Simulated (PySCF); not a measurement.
## `C(C)=C=CF`, C4H5F

Molfile (atoms numbered from 1):
```
C4H5F
     RDKit          3D

 10  9  0  0  0  0  0  0  0  0999 V2000
   -1.3946    0.0597    0.8005 C   0  0  0  0  0  0  0  0  0  0  0  0
   -0.5627    0.3129   -0.4168 C   0  0  0  0  0  0  0  0  0  0  0  0
    0.6874   -0.0132   -0.5352 C   0  0  0  0  0  0  0  0  0  0  0  0
    1.9356   -0.3469   -0.6357 C   0  0  0  0  0  0  0  0  0  0  0  0
    2.9452    0.4867   -0.2857 F   0  0  0  0  0  0  0  0  0  0  0  0
   -1.7897    1.0024    1.1767 H   0  0  0  0  0  0  0  0  0  0  0  0
   -0.8090   -0.4179    1.5809 H   0  0  0  0  0  0  0  0  0  0  0  0
   -2.2395   -0.5789    0.5454 H   0  0  0  0  0  0  0  0  0  0  0  0
   -1.0718    0.7912   -1.2454 H   0  0  0  0  0  0  0  0  0  0  0  0
    2.3080   -1.2915   -1.0073 H   0  0  0  0  0  0  0  0  0  0  0  0
  1  2  1  0
  2  3  2  0
  3  4  2  0
  4  5  1  0
  1  6  1  0
  1  7  1  0
  1  8  1  0
  2  9  1  0
  4 10  1  0
M  END
```

Level of theory: PySCF 2.14.0, TDDFT CAM-B3LYP/def2-SVPD circular dichroism and optical rotation, one conformer, gas phase. Geometry: GFN2-xTB.

No stereocentre is labelled: unless the shape is locked (an allene, a helicene, a hindered biaryl), the mirror image is equally populated and a measured rotation or CD is zero.

Q: Draw the ECD and absorption spectra from the lowest 8 states, each a Gaussian of half-width 0.35 eV at 1/e height.

A: 
| E (eV) | λ (nm) | Δε (L mol⁻¹ cm⁻¹) | ε (L mol⁻¹ cm⁻¹) |
| --- | --- | --- | --- |
| 4.72 | 263 | +0.07 | 5.29 |
| 4.87 | 255 | +0.21 | 15 |
| 5.02 | 247 | +0.41 | 29.4 |
| 5.17 | 240 | +0.55 | 39.9 |
| 5.32 | 233 | +0.52 | 37.5 |
| 5.47 | 227 | +0.34 | 24.4 |
| 5.62 | 221 | +0.15 | 11 |
| 5.77 | 215 | +0.05 | 3.48 |
| 5.92 | 210 | +0.05 | 0.945 |
| 6.07 | 204 | +0.18 | 1.11 |
| 6.22 | 199 | +0.55 | 4.44 |
| 6.37 | 195 | +1.14 | 21.1 |
| 6.52 | 190 | +1.55 | 107 |
| 6.67 | 186 | +1.27 | 464 |
| 6.82 | 182 | +0.59 | 1530 |
| 6.97 | 178 | +0.77 | 3710 |
| 7.12 | 174 | +2.57 | 6710 |
| 7.27 | 171 | +4.94 | 10200 |
| 7.42 | 167 | +5.28 | 15800 |
| 7.57 | 164 | +0.47 | 26400 |
| 7.72 | 161 | -10.04 | 39400 |
| 7.87 | 158 | -20.36 | 45400 |
| 8.02 | 155 | -23.39 | 38700 |
| 8.17 | 152 | -20.40 | 25400 |
| 8.32 | 149 | -17.52 | 15100 |

Δε uses R in velocity form, ε uses f in length form. Only the states computed contribute, so the short-wavelength end is incomplete.
